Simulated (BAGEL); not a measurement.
# PBE0/6-31G(d) (density fitting with qzvpp-jkfit, spherical functions) run of C3H4F2 (SMILES F/C=C\CF)

What is the energy change on altering one bond length of C3H4F2 at PBE0/6-31G* (density fitting with qzvpp-jkfit, spherical functions)? 

The calculation is run with BAGEL 1.2.2.

1 further run of the same task is left out (set aside as unsound or not needed).

## 1. The molecule

The species is C3H4F2 (9 atoms), meant as a singlet with charge 0. SMILES: `F/C=C\CF`. The coordinates come from a PBE0-D4/def2-TZVP relaxation. This is one conformer, not always the lowest.

Bond lengths: F1–C2 1.336 Å, C2–C3 1.320 Å, C3–C4 1.485 Å, C4–F5 1.387 Å, C2–H6 1.084 Å, C3–H7 1.084 Å, C4–H8 1.095 Å, C4–H9 1.091 Å. Some angles: F1–C2–C3 122.6°, C2–C3–C4 124.9°, C3–C4–F5 109.9°, F1–C2–H6 112.2°, C3–C2–H6 125.2°, C2–C3–H7 117.2°, C4–C3–H7 117.9°, C3–C4–H8 111.0°, C3–C4–H9 111.5°, F5–C4–H8 107.0°.

## 2. A single-point energy at PBE0/6-31G(d) (density fitting with qzvpp-jkfit, spherical functions)

calc.json reads:

```json
{ "bagel": [

{
  "title": "molecule",
  "basis": "6-31gs.json",
  "df_basis": "qzvpp-jkfit",
  "angstrom": true,
  "geometry": [
    { "atom": "F", "xyz": [      -1.771300,       0.696200,      -0.764200 ] },
    { "atom": "C", "xyz": [      -0.756800,      -0.083800,      -1.148800 ] },
    { "atom": "C", "xyz": [       0.269900,      -0.355400,      -0.364300 ] },
    { "atom": "C", "xyz": [       0.439500,       0.155200,       1.019400 ] },
    { "atom": "F", "xyz": [       1.656600,       0.811400,       1.133700 ] },
    { "atom": "H", "xyz": [      -0.888900,      -0.458700,      -2.156900 ] },
    { "atom": "H", "xyz": [       1.042400,      -1.001300,      -0.765600 ] },
    { "atom": "H", "xyz": [       0.449800,      -0.666700,       1.742700 ] },
    { "atom": "H", "xyz": [      -0.352600,       0.856800,       1.286900 ] }
  ]
},

{ "title": "ks", "xc_func": "pbe0" },

{ "title": "print", "file": "orbitals.molden", "orbitals": true }

]}
```

The basis set 6-31G* is read from a file made from the Basis Set Exchange's data (not shown).

Started as:

```bash
$ BAGEL_NUM_THREADS=1 BAGEL calc.json > calc.out
```

Log:

```text
* using 1 threads per process

  ===============================================================
  ===============================================================

  *** Geometry ***

  { "atom" : "F", "xyz" : [     -3.347272,      1.315627,     -1.444129 ] },
  { "atom" : "C", "xyz" : [     -1.430145,     -0.158359,     -2.170917 ] },
  { "atom" : "C", "xyz" : [      0.510037,     -0.671609,     -0.688427 ] },
  { "atom" : "C", "xyz" : [      0.830535,      0.293285,      1.926387 ] },
  { "atom" : "F", "xyz" : [      3.130520,      1.533324,      2.142383 ] },
  { "atom" : "H", "xyz" : [     -1.679778,     -0.866817,     -4.075950 ] },
  { "atom" : "H", "xyz" : [      1.969851,     -1.892183,     -1.446774 ] },
  { "atom" : "H", "xyz" : [      0.849999,     -1.259880,      3.293226 ] },
  { "atom" : "H", "xyz" : [     -0.666317,      1.619117,      2.431889 ] },

  Number of auxiliary basis functions:      451

  Since a DF basis is specified, we compute 2- and 3-index integrals:
    o Being stored without compression. Storage requirement is 0.022 GB

  Number of basis functions:       78
  Number of electrons      :       40

    * METHOD: MOLECULE                             0.58

  *** Kohn-Sham DFT ***

    * Removing 16677 points whose weight is below 1.00e-10
    * Grid points: 117477

  === Nuclear Repulsion ===
   168.4425521106

       - DIIS with orbital gradients will be used.

  === KS iteration (pbe0 / 6-31gs.json) ===
      0       -287.14456286          0.14297583           0.98
      1       -266.92111850          0.19380579           0.78
      2       -271.71708817          0.22587262           0.80
      3       -306.26152115          0.12972813           0.82
      4       -308.74215818          0.10930781           0.77
      5       -315.55600515          0.03246284           0.95
      6       -315.85231754          0.02048996           1.03
      7       -316.01510622          0.00522626           0.93
      8       -316.02517282          0.00194884           0.86
      9       -316.02656631          0.00041369           0.85
     10       -316.02664035          0.00010619           0.98
     11       -316.02664450          0.00004425           0.90
     12       -316.02664525          0.00001072           0.87
     13       -316.02664529          0.00000333           0.85
     14       -316.02664529          0.00000060           0.98
     15       -316.02664529          0.00000027           0.94
     16       -316.02664529          0.00000014           0.87
     17       -316.02664529          0.00000005           0.88
     18       -316.02664529          0.00000001           0.91
     19       -316.02664529          0.00000001           0.89
    * SCF iteration converged.

    * Permanent dipole moment:
           (    0.270592,     0.607962,     0.296410) a.u.

    * METHOD: KS                                  19.53

    * METHOD: PRINT                                0.01

  ===============================================================
```

Wall time 21 s (1 thread of Intel Xeon at 2.50GHz (Skylake/Cascade Lake), shared host); peak memory 0.43 GiB.

## 3. The distorted shape

calc.json reads:

```json
{ "bagel" : [

{
  "title" : "molecule",
  "basis" : "6-31gs.json",
  "df_basis" : "qzvpp-jkfit",
  "angstrom" : true,
  "geometry" : [
    { "atom" : "F", "xyz" : [   -2.582881,    1.320185,   -0.456527 ] },
    { "atom" : "C", "xyz" : [   -0.756800,   -0.083800,   -1.148800 ] },
    { "atom" : "C", "xyz" : [    0.269900,   -0.355400,   -0.364300 ] },
    { "atom" : "C", "xyz" : [    0.439500,    0.155200,    1.019400 ] },
    { "atom" : "F", "xyz" : [    1.656600,    0.811400,    1.133700 ] },
    { "atom" : "H", "xyz" : [   -0.888900,   -0.458700,   -2.156900 ] },
    { "atom" : "H", "xyz" : [    1.042400,   -1.001300,   -0.765600 ] },
    { "atom" : "H", "xyz" : [    0.449800,   -0.666700,    1.742700 ] },
    { "atom" : "H", "xyz" : [   -0.352600,    0.856800,    1.286900 ] }
  ]
},
{ "title" : "ks", "xc_func" : "pbe0" },
{ "title" : "print", "file" : "orbitals.molden", "orbitals" : true }

]}
```

The basis set 6-31G* is read from a file made from the Basis Set Exchange's data (not shown).

Started as:

```bash
$ BAGEL_NUM_THREADS=1 BAGEL calc.json > calc.out
```

Log:

```text
* using 1 threads per process

  ===============================================================
  ===============================================================

  *** Geometry ***

  { "atom" : "F", "xyz" : [     -4.880938,      2.494788,     -0.862711 ] },
  { "atom" : "C", "xyz" : [     -1.430145,     -0.158359,     -2.170917 ] },
  { "atom" : "C", "xyz" : [      0.510037,     -0.671609,     -0.688427 ] },
  { "atom" : "C", "xyz" : [      0.830535,      0.293285,      1.926387 ] },
  { "atom" : "F", "xyz" : [      3.130520,      1.533324,      2.142383 ] },
  { "atom" : "H", "xyz" : [     -1.679778,     -0.866817,     -4.075950 ] },
  { "atom" : "H", "xyz" : [      1.969851,     -1.892183,     -1.446774 ] },
  { "atom" : "H", "xyz" : [      0.849999,     -1.259880,      3.293226 ] },
  { "atom" : "H", "xyz" : [     -0.666317,      1.619117,      2.431889 ] },

  Number of auxiliary basis functions:      451

  Since a DF basis is specified, we compute 2- and 3-index integrals:
    o Being stored without compression. Storage requirement is 0.022 GB

  Number of basis functions:       78
  Number of electrons      :       40

    * METHOD: MOLECULE                             0.84

  *** Kohn-Sham DFT ***

    * Removing 15498 points whose weight is below 1.00e-10
    * Grid points: 118656

  === Nuclear Repulsion ===
   150.3727831616

       - DIIS with orbital gradients will be used.

  === KS iteration (pbe0 / 6-31gs.json) ===
      0       -284.03901617          0.14713369           0.99
      1       -232.05554406          0.19216031           0.98
      2       -262.30228583          0.17293145           1.41
      3       -306.96017003          0.10706961           0.97
      4       -313.63377982          0.07262305           0.96
      5       -315.08704101          0.03530554           0.95
      6       -315.45069555          0.02343770           0.79
      7       -315.78802116          0.01124778           0.87
      8       -315.84424022          0.00244977           0.92
      9       -315.84632129          0.00139102           1.01
     10       -315.84715538          0.00061355           0.97
     11       -315.84731650          0.00029023           0.98
     12       -315.84735702          0.00005676           1.02
     13       -315.84735873          0.00002010           0.74
     14       -315.84735894          0.00000167           0.79
     15       -315.84735894          0.00000049           0.80
     16       -315.84735894          0.00000013           0.85
     17       -315.84735894          0.00000015           0.85
     18       -315.84735894          0.00000005           0.83
     19       -315.84735894          0.00000003           0.92
     20       -315.84735894          0.00000002           0.79
     21       -315.84735894          0.00000001           1.00
     22       -315.84735894          0.00000001           0.97
    * SCF iteration converged.

    * Permanent dipole moment:
           (   -1.061929,     1.430405,     0.355534) a.u.

    * METHOD: KS                                  23.52

    * METHOD: PRINT                                0.02

  ===============================================================
```

It took 25 s on 1 thread of Intel Xeon at 2.50GHz (Skylake/Cascade Lake), shared host; peak memory 0.43 GiB.

## 4. Results

Level: PBE0/6-31G* (density fitting with qzvpp-jkfit, spherical functions).

| quantity | value |
| --- | --- |
| first shape: total energy | -316.02665 Eh |
| first shape: dipole moment | 1.85 D |
| first shape: HOMO energy | -7.52 eV |
| first shape: LUMO energy | 0.41 eV |
| first shape: HOMO–LUMO gap | 7.93 eV |
| distorted shape: total energy | -315.84736 Eh |
| distorted shape: dipole moment | 4.62 D |
| distorted shape: HOMO energy | -8.41 eV |
| distorted shape: LUMO energy | -4.35 eV |
| distorted shape: HOMO–LUMO gap | 4.06 eV |
| energy change with the F1–C2 bond stretched from 1.336 to 2.405 Å | 4.879 eV |

What this shows: With the F1–C2 bond stretched from 1.336 to 2.405 Å the energy rises by 4.88 eV (113 kcal/mol). The first shape isn't relaxed at this level, so the change isn't measured from a minimum. A restricted reference can't describe the breaking bond well at this length.
